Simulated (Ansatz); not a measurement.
C3H4O can be A, `C#CCO`, or B, `C=C=CO`.

Isolated molecules relaxed with PBE0-D4/def2-TZVP in Ansatz; ΔE leaves out vibrations. CCSD(T)/CBS is the MP2 limit (def2-TZVPP, def2-QZVPP) plus CCSD(T) − MP2 in def2-TZVPP, frozen cores. This one scheme is used for every species. DFT in def2-TZVPP. B3LYP here is the variant with VWN-RPA as its local correlation; programs differ in this. One conformer a species, not always the lowest.

A:

```xyz
8

C    -1.5056    0.2773   -1.0769
C    -0.6340    0.1981   -0.2555
C     0.4570    0.1008    0.7069
O     1.3319   -0.9762    0.4545
H    -2.2869    0.3430   -1.7969
H     0.9952    1.0585    0.7301
H     0.0497   -0.0630    1.7077
H     1.5927   -0.9385   -0.4698
```

B:

```xyz
8

C    -0.679   -0.860   -1.097
C    -0.270   -0.006   -0.204
C     0.131    0.857    0.689
O     1.252    0.766    1.458
H    -0.377   -0.785   -2.139
H    -1.342   -1.682   -0.839
H    -0.429    1.761    0.897
H     1.713   -0.050    1.237
```

**Question.** Which is lower in electronic energy at CCSD(T)/CBS, and by how much? (An estimate is asked.)

**Answer.** Ansatz gave: B, by 11.6 kJ/mol.

**Question.** Give E(B) − E(A) in kJ/mol with B3LYP-D4, CCSD(T)/def2-SVP, LDA (SPW92), PBE0-D4, B3LYP, r2SCAN-D4, ωB97M-V. (An estimate is asked.)

**Answer.** Ansatz gave: B3LYP-D4 -29.4, CCSD(T)/def2-SVP -18.5, LDA (SPW92) -43.6, PBE0-D4 -30.5, B3LYP -29.2, r2SCAN-D4 -33.7, ωB97M-V -19.5. None reverses the order clearly.

**Question.** Does the order hold for the free energy at 298.15 K (harmonic terms from PBE0-D4)? (Best estimate.)

**Answer.** The calculation gave: Yes: G(B) − G(A) = -11.5 kJ/mol, for one conformer each.

Largest T1 diagnostic: 0.013.

From BLYP to BHLYP (50 % exact exchange), in def2-TZVPP and without D4, E(B) − E(A) moves by +15.1 kJ/mol. At CCSD(T), def2-SVP lies −6.9 kJ/mol from the extrapolated value and def2-TZVPP −0.9 kJ/mol.
